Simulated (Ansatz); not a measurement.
bcc Nb was calculated with PBE-D4 (plane waves, PAW; Ansatz, an electronic-structure program).

Run with plane-wave cutoff 520 eV, 24×24×24 k mesh, Fermi–Dirac smearing 0.05 eV, no spin polarisation, scalar-relativistic PAW data made under PBE.

Pressure at four volumes; x = ln(V/17.824 Å³). One pressure is withheld.

```csv
V (Å³/atom),x,P (GPa)
16.754,-0.0619,?
17.111,-0.0408,7.70
17.824,0.0000,0.02
18.893,0.0582,-9.08
```

Question: Pass a parabola P(x) through the three rows shown, estimate the bulk modulus and its pressure derivative near zero pressure, and predict the withheld pressure.

Answer: Slopes between the rows: (0.02 − (7.70))/(0.0000 − (-0.0408)) = -188.24 and (-9.08 − (0.02))/(0.0582 − (0.0000)) = -156.36 GPa. Their difference over the span 0.0990 is c = 31.88/0.0990 = 322.0 GPa, so P(x) = 7.70 + (-188.24)(x − (-0.0408)) + 322.0 (x − (-0.0408))(x − (0.0000)). At the middle row B = −dP/dx = −[-188.24 + 322.0 × 0.0408] = 175.1 GPa, and B′ = dB/dP = 2c/B = 3.7. At x = -0.0619 the parabola gives 12.09 GPa; the run gives 12.14 GPa. The Birch–Murnaghan fit to the energies at all volumes has B0 = 174 GPa and B′ = 3.8.

Measured, for comparison: bulk modulus 173 GPa (0 K value with the zero-point phonon effect removed; as tabulated in Mejia-Rodriguez and Trickey (2018), arXiv:1807.09216). Computed (rounded) less measured: bulk modulus +0.6 %.
